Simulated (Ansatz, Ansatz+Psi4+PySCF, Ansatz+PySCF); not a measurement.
```
atom    x (Å)    y (Å)    z (Å)
   C   0.0689   0.0046  -1.5943
   C  -0.5272   0.0067  -0.2686
   C   0.1590   0.7454   0.9012
   C   0.1541  -0.7420   0.8835
   H   1.1265  -0.0029  -1.7300
   H  -0.5587  -0.0079  -2.4749
   H  -1.5982   0.0020  -0.2228
   H  -0.4861   1.2583   1.5914
   H   1.0904   1.2590   0.6662
   H  -0.4951  -1.2650   1.5847
   H   1.0886  -1.2556   0.6590
```

Basis set: cc-pVTZ (spherical functions). Left uncorrelated: 4 orbitals. Correlation on ROHF uses semicanonical orbitals with singles. Charge 0, multiplicity 2.

Computed with Ansatz (development build ahead of 0.2.0); each method stands on the lowest determinant of its kind that the runs found.

The atomization energy at this shape (free ground-state atoms in the same class of orbitals less the molecule, no zero-point energy) of doublet C₄H₇:

```
  method  atomization energy
ROHF-MP2            44.72 eV
 UHF-MP2            44.68 eV
     UHF            34.16 eV
```

(1) What does ROHF give?

Answers

(1) 34.54 eV.
